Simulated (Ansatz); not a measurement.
# AlH₄O+ (SMILES [OH2+][AlH2]): one structure at several levels

One table from this session's results is given with a row withheld; the runs are named, their logs left out.

The runs use Ansatz 0.2.0, Gaussian basis; single points in def2-TZVPP.

Cores are frozen in the correlated methods.

**The system as given**

SMILES `[OH2+][AlH2]`, 6 atoms, charge 1, spin multiplicity 1.

Atoms are counted from 1 here; the program's logs count them from 0.

Bond lengths: O1–Al2 1.842 Å, O1–H3 0.955 Å, O1–H4 0.905 Å, Al2–H5 1.457 Å, Al2–H6 1.483 Å. Angles: Al2–O1–H3 120.4°, Al2–O1–H4 126.3°, H3–O1–H4 112.6°, O1–Al2–H5 107.6°, O1–Al2–H6 116.3°, H5–Al2–H6 136.1°.

Geometry (Å):

```xyz
6
charge 1, multiplicity 1
O     0.05160   -0.91020    0.03480
Al   -0.05200    0.92820   -0.02400
H    -0.73890   -1.43520    0.14390
H     0.80800   -1.40240    0.10130
H    -0.12260    1.32210   -1.42530
H    -0.01510    1.62940    1.28190
```

Set-up of the first run:

Contents of run/in.yaml:

```yaml
crystal:
  periodic: [false, false, false]
  atoms:
    - {symbol: O, position_ang: [0.051600, -0.910200, 0.034800]}
    - {symbol: Al, position_ang: [-0.052000, 0.928200, -0.024000]}
    - {symbol: H, position_ang: [-0.738900, -1.435200, 0.143900]}
    - {symbol: H, position_ang: [0.808000, -1.402400, 0.101300]}
    - {symbol: H, position_ang: [-0.122600, 1.322100, -1.425300]}
    - {symbol: H, position_ang: [-0.015100, 1.629400, 1.281900]}
basis:
  gaussian: {orbitals: def2-TZVPP}
total_charge: 1
correlation: {method: ccsd_t}
output: {forces: true}
```

The command line of these runs was not kept.

Among the steps run: CCSD(T)/def2-TZVPP; PBE0-D4/def2-TZVPP; wB97M-V/def2-TZVPP; r2SCAN-D4/def2-TZVPP; PBE-D4/def2-TZVPP; BHLYP-D4/def2-TZVPP; wB97X-V/def2-TZVPP.

One of the session's tables, all rows but one given; the rest of the session is left out.

| method | RMS force component (eV/Å) | angle to CCSD(T) forces (°) |
| --- | --- | --- |
| CCSD(T) | 1.351 | reference |
| PBE0-D4 | 1.359 | 1.6 |
| wB97M-V | 1.346 | 2.6 |
| r2SCAN-D4 | 1.374 | 1.9 |
| PBE-D4 | 1.491 | 5.1 |
| BHLYP-D4 | 1.240 | 4.8 |
| wB97X-V | ? | ? |

Q: Estimate the row for wB97X-V from the others.

As computed: RMS force component (eV/Å): 1.381; angle to CCSD(T) forces (°): 1.4. In the column «RMS force component (eV/Å)» it lies between r2SCAN-D4 (1.374) and PBE-D4 (1.491).
